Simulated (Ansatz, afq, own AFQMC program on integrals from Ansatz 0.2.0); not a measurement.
# BSiH2⁺, triplet: AFQMC among the cluster methods

```
atom   x (Å)    y (Å)    z (Å)
  Si  0.0000   0.0000   0.6345
   B  0.0000   0.0000  -1.2907
   H  0.0000  -1.0258  -1.9185
   H  0.0000   1.0258  -1.9185
```

Connectivity, by distances: Si–BH2.

Basis cc-pVDZ. Only valence electrons are correlated. Integrals, coupled cluster, full CI and functionals: Ansatz 0.2.0; the random walks run on the same integrals in our own AFQMC program. ph-AFQMC/CISD is guided by a CISD state made of CCSD amplitudes; releasing the constraint for a short imaginary time cuts its bias at the price of noise, slowly where states lie close. Error bars are statistical, one sigma.

Determinant: UHF, the one that the program's search chose, which needn't be the lowest solution. The geometry is a PBE0/def2-TZVP stationary point of this or a neighbouring charge and spin state.

No full CI on the walks' own integrals is used here; CCSDT(Q) serves as the reference and is uncertain by about the last step of the cluster series.

Cautions: lower spins were not checked.

```
T1 diagnostic                               : 0.0349
weight of the determinant in the CISD state : 0.881
⟨S²⟩ of the determinant                     : 2.013
size of the correlated space                : 8 electrons in 36 orbitals
```

```csv
level,correlation energy (eV)
MP2,-3.2821
CCSD,-4.2223
CCSD(T),-4.3612
```

Q: Estimate where phaseless AFQMC with a CISD trial lies against CCSD(T) on the same integrals.

A: 29.0 ± 8.3 meV below CCSD(T).

Reference: CCSDT(Q), correlation energy -4.410 eV. The released energy is read at 2.40 1/Eh (meV from the phaseless value at times in 1/Eh: 12 ± 8 at 0.24, 7 ± 9 at 0.51, -17 ± 10 at 0.99, -26 ± 12 at 1.62, -15 ± 13 at 2.40).

| level | E − E(reference) (meV) | share of correlation (%) |
| --- | --- | --- |
| CCSD(T) | 49.2 | 98.88 |
| CCSDT | 7.5 | 99.83 |
| ph-AFQMC/CISD | 20.3 ± 8.3 | 99.54 |
| released AFQMC | 5.2 ± 12.7 | 99.88 |

A walk keeps the symmetry of its determinant, which the program's search chose and which needn't be the lowest solution, so a lower state of the same spin and another symmetry isn't excluded. Released energies are given only where the last usable release times agree within the noise; a slower fall can still hide under it.
